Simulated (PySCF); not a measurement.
## PS₂⁺ at several levels of theory

All levels use the PBE0 minimum (singlet; P–S 1.835 Å (×2); S–P–S 180.0°), basis [P def2-TZVP, S def2-TZVP], no relativity, density fitting, no spin–orbit coupling, PySCF. For vertical energies the ionised species is a doublet (spins chosen at PBE0 and kept) and the electron-attached one a doublet. Open shells are unrestricted, also as the reference of the correlated levels. A dash marks a value that was not computed or is not defined at that level.

```
level  vertical IP (eV)  vertical EA (eV)  −ε(HOMO) (eV)  gap (eV)
 PBE0             17.04              6.86          14.82      5.77
   HF             15.76              6.00          17.18     11.51
  MP2             17.67              6.53              –         –
  PBE             16.96              6.83          13.73      3.77
```

Spin contamination in at least one species weakens the values at: HF, MP2.
